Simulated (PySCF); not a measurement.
F2, SMILES FF.

Geometry optimised at r2SCAN-D4/def2-TZVPD.

Two levels are set side by side: PBE/def2-TZVPD (PySCF) and B3LYP/def2-TZVPD (PySCF). Same geometry, gas phase. Differences are taken from unrounded values.

```json
[
 {"quantity": "orbital gap (eV)", "B3LYP": "7.17"},
 {"quantity": "highest occupied level (eV)", "B3LYP": "-11.47"},
 {"quantity": "lowest empty level (eV)", "B3LYP": "-4.30"},
 {"quantity": "mean polarisability (bohr³)", "B3LYP": "8.6"}
]
```

Question: What does PBE give, and how far is it from B3LYP? (An estimate is asked for; the answer gives what the named calculation found.)

Answer: 
```json
[
 {"quantity": "orbital gap (eV)", "PBE": "3.81", "PBE minus B3LYP": "-3.36"},
 {"quantity": "highest occupied level (eV)", "PBE": "-9.40", "PBE minus B3LYP": "2.07"},
 {"quantity": "lowest empty level (eV)", "PBE": "-5.59", "PBE minus B3LYP": "-1.29"},
 {"quantity": "mean polarisability (bohr³)", "PBE": "8.7", "PBE minus B3LYP": "0.2"}
]
```

PBE's occupied levels lie high since its potential decays too fast outside the molecule; exact exchange lowers them and widens the gap. Differences between two approximate levels are no errors against the true value.

Rough cost on one machine, each run with all the roots and properties that it gave: B3LYP against PBE within a factor of 2.
